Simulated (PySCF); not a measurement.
# CF4 (carbon tetrafluoride): the cost of one run

Programs: PySCF 2.14.0, with density-fitted response routines of our own. Each step states its level of theory. These are calculated values for one molecule in the gas phase, unless marked as measured. Atoms are numbered from 0 throughout.

## 1. Starting geometry

5 atoms, charge 0, multiplicity 1; geometry from: GFN2-xTB. The atoms were then displaced at random by about 0.01 Å, so the start is not that level's minimum.

Bonds of the start (Å): F0–C1 1.30, C1–F2 1.32, C1–F3 1.34, C1–F4 1.31.

## 2. Relaxing the molecule at PBE0-D3(BJ)/def2-SVP

Job settings and geometry (Å):

```
{"job": {"xc": "PBE0", "basis": "def2-SVP", "d3": "d3bj", "grid": 1, "shake": 0.01, "kind": "geom"}, "charge": 0, "multiplicity": 1}
F      0.402730     1.088440    -0.584190
C     -0.003940    -0.003960    -0.005600
F     -0.535250    -0.812620    -0.907670
F      1.072710    -0.572600     0.557430
F     -0.902670     0.266770     0.902130
```

Run with:

```bash
> OMP_NUM_THREADS=1 python probes_run.py task.json out
```

This one command runs all jobs of the session in turn.

Q: Estimate the wall time and peak memory of this first job on 1 thread of Arm Neoverse V2, shared host.

About 6 s, with a peak of 0.31 GiB.
